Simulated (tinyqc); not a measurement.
ROHF in the sto-6g basis, for OH+, spin multiplicity 3, step by step. This run ends on a higher stationary point, not on the lowest solution. One step of it, computed by the program tinyqc.

Question. Iteration 4: DIIS coefficients. Solve [B -1; -1 0][c; lambda] = [0; -1] for the coefficients, which sum to one.

B (overlaps of the stored error matrices):
```
,1,2
1,1.5734144e-02,4.5100687e-03
2,4.5100687e-03,3.6859979e-03
```

Give: DIIS coefficients.

Answer.

DIIS coefficients: -0.0792  1.0792
